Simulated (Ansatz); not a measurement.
Two isomers of C2H4FNO: A = `C/N=C(/O)F`, B = `N/C=C(\O)F`.

Computed with Ansatz on PBE0-D4/def2-TZVP structures; ΔE is electronic, products minus reactants. CCSD(T)/CBS adds triple-zeta CCSD(T) − MP2 to the extrapolated MP2 energy (def2 sets, frozen cores). Double bonds are as drawn, so ΔE can hold a change between cis and trans. DFT in def2-TZVPP. B3LYP here is the variant with VWN-RPA as its local correlation; programs differ in this. One conformer a species, not always the lowest.

A:

```xyz
9

C     0.9326    0.8838    0.3712
N    -0.2390    0.0554    0.5075
C    -0.6205   -0.6724   -0.4266
O    -1.6836   -1.4675   -0.3964
F    -0.0438   -0.7900   -1.6172
H     1.6518    0.6179    1.1496
H     0.6542    1.9276    0.5360
H     1.4251    0.8030   -0.6021
H    -2.0769   -1.3578    0.4780
```

B:

Z-matrix (Å, degrees):
```
N
C 1 1.399
H 1 1.010 2 112.2
H 1 1.010 2 112.7 3 124.6
C 2 1.324 1 124.3 3 13.1
H 2 1.082 1 117.2 3 -170.9
F 5 1.343 2 121.7 1 172.7
O 5 1.346 2 124.9 1 -9.1
H 8 0.964 5 109.7 2 129.5
```

Question: Which isomer does CCSD(T)/CBS put lower? Give the gap. (Best estimate.)

Answer: The calculation gave: A, by 52.8 kJ/mol.

Question: Give E(B) − E(A) in kJ/mol with r2SCAN-D4, PBE-D4, ωB97M-V, B3LYP, PBE0-D4, MP2/def2-TZVPP, CCSD(T)/def2-SVP. (Best estimate.)

Answer: Computed: r2SCAN-D4 59.9, PBE-D4 53.7, ωB97M-V 56.2, B3LYP 55.1, PBE0-D4 55.4, MP2/def2-TZVPP 62.4, CCSD(T)/def2-SVP 72.3. None reverses the order clearly.

Question: Does the order hold for the free energy at 298.15 K (harmonic terms from PBE0-D4)? (An estimate is asked.)

Answer: Computed: Yes: G(B) − G(A) = +52.7 kJ/mol, for one conformer each.

Largest T1 diagnostic: 0.012.

Leaving LDA and LC-ωPBE aside and taking each functional with its dispersion term where it has one, the values, not all of them listed here, spread over 7.6 kJ/mol, from BLYP-D4 to B97M-V. LDA lies −5.4 kJ/mol from PBE without D4. In def2-TZVPP, CCSD(T) changes the Hartree–Fock value by −9.9 kJ/mol (the triples alone add +0.2 kJ/mol) and MP2 by −6.6 kJ/mol.
